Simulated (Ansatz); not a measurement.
# C₂H₃FO, singlet in 6-31G*: errors against RCCSDT(Q)

Geometry: MP2(full)/6-31G*, from the G2/97 set.

```xyz
7

C     0.0820    0.1378    0.0000
O     0.2086    1.3286    0.0000
F    -1.1620   -0.4314    0.0000
C     1.1314   -0.9248    0.0000
H     2.1179   -0.4657    0.0000
H     1.0068   -1.5570    0.8815
H     1.0068   -1.5570   -0.8815
```

Basis 6-31G* (Cartesian d functions); Ansatz 0.2.0. Correlated methods freeze the noble-gas cores, which leaves 24 electrons in 62 orbitals. Prefix R: restricted or restricted open-shell reference. Active spaces: frontier = (8e, 8o) about the gap.

Full CI isn't at hand for all of this; RCCSDT(Q) serves as the reference, and is uncertain by about the last step of the cluster series.

```
UHF ⟨S²⟩                          : 0.000
T1 diagnostic (RCCSD)             : 0.0150
largest doubles amplitude (RCCSD) : 0.085
```

| level | E − E(RHF) (eV) |
| --- | --- |
| RMP2 | -16.4264 |
| RCCSD | -16.9288 |
| RCCSD(T) | -17.4323 |

Q: Estimate how far RCCSDT(Q) in 6-31G* lies from RCCSD(T). The table doesn't fix it; the size of (T) and the diagnostics are the guide.

A: RCCSDT(Q) in 6-31G* lies 6.2 kJ/mol below RCCSD(T), which is 13 % of the (T) step (-48.6 kJ/mol). The diagnostics are small and the rest is a small part of (T), but (T) is large here. The miss exceeds 1 kcal/mol.

The other levels:

| level | E − E(RCCSDT(Q)) (kJ/mol) | share of correlation (%) | wall time |
| --- | --- | --- | --- |
| CISD | 260.2 | 84.59 | 18 s |
| BCCD(T) | 5.3 | 99.69 | 2.1 s |
| RCCSDT | 4.2 | 99.75 | – |
| CASSCF (frontier space) | 1339.4 | 20.66 | – |
| MRCISD (frontier space) | 166.9 | 90.11 | – |
| MRCISD+Q (frontier space) | 30.0 | 98.23 | 28 s (H100) |

The correlation energy at RCCSDT(Q), counted from RHF, is -17.497 eV. That run took 25 s on 2 threads of AMD EPYC 7R13 with a shared H100 80 GB, shared host.

Times hold each run's SCF and search for its determinant on a shared host, so for small cases they say little of a method's own cost; rows without a card ran on 1 thread of AMD EPYC 7R13.

Atomization energy (electronic, same basis, no zero-point term; atoms at the same level, unrestricted beside the R rows where the molecule is a closed shell, with restricted open-shell steps beyond CCSDT(Q)) at RCCSDT(Q): 2733.9 kJ/mol. Errors of other levels:

| level | error (kJ/mol) |
| --- | --- |
| RHF | -660.6 |
| RMP2 | 77.2 |
| CISD | -233.0 |
| RCCSD | -41.9 |
| RCCSD(T) | -3.6 |
| BCCD(T) | -2.1 |
| RCCSDT | -3.8 |

This basis is far from its limit, so the value isn't to be set against a measured one. Truncated CI isn't size-consistent, which counts against it in atomization.
